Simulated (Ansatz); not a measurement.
Mulliken charges of `C=CC(F)F` from PBE/def2-TZVPP in Ansatz (PBE0-D4/def2-TZVP geometry).

```
atom   x (Å)   y (Å)   z (Å)  charge (e)
  C1  -0.522  -0.521  -1.184      -0.181
  C2   0.228  -0.538  -0.095      -0.144
  C3   0.252   0.559   0.913       0.290
  F4  -0.462   1.634   0.503      -0.165
  F5   1.535   0.973   1.112      -0.166
  H6  -1.170   0.319  -1.407       0.105
  H7  -0.508  -1.345  -1.886       0.104
  H8   0.877  -1.376   0.138       0.101
  H9  -0.143   0.250   1.889       0.056
```

**Question.** By hand: the dipole of these point charges (1 e Å = 4.8032 D).

**Answer.** Σ q r = (-0.139, -0.329, 0.001) e Å, of length 0.357 e Å = 1.71 D.

**Question.** How does the dipole of the full density compare? (Estimate.)

**Answer.** Ansatz gave: (-0.158, -0.375, -0.033) e Å, 1.96 D; the point charges give 0.87 times that, at 5° from its direction.

Point charges leave out the atoms' own dipoles, such as those of lone pairs, and Mulliken's split depends on the basis, so the close match here is no proof of good charges.
